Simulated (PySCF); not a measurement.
Rows and methods have been separated. Pair them.

Species: PH3.
Hydrogens: H2, H3, H4 on P1.

The closed-shell ground state was solved 3 times with PySCF (density fitting, gas phase), always with B3LYP, in these basis sets: 6-31G, 6-31G* and STO-3G. Isolated species at its GFN2-xTB geometry, gas phase.

```json
{"row": "P", "total energy (Eh)": "-343.0987", "HOMO (eV)": "-7.38", "LUMO (eV)": "1.27", "dipole (D)": "1.46"}
{"row": "Q", "total energy (Eh)": "-343.1359", "HOMO (eV)": "-7.53", "LUMO (eV)": "1.02", "dipole (D)": "1.01"}
{"row": "R", "total energy (Eh)": "-339.2712", "HOMO (eV)": "-4.71", "LUMO (eV)": "7.63", "dipole (D)": "0.64"}
```

Which basis belongs to which row?

P = 6-31G, Q = 6-31G*, R = STO-3G. From the lowest total energy up: 6-31G* (24 functions) 0 eV; 6-31G (19 functions) +1.01 eV; STO-3G (12 functions) +105.17 eV.
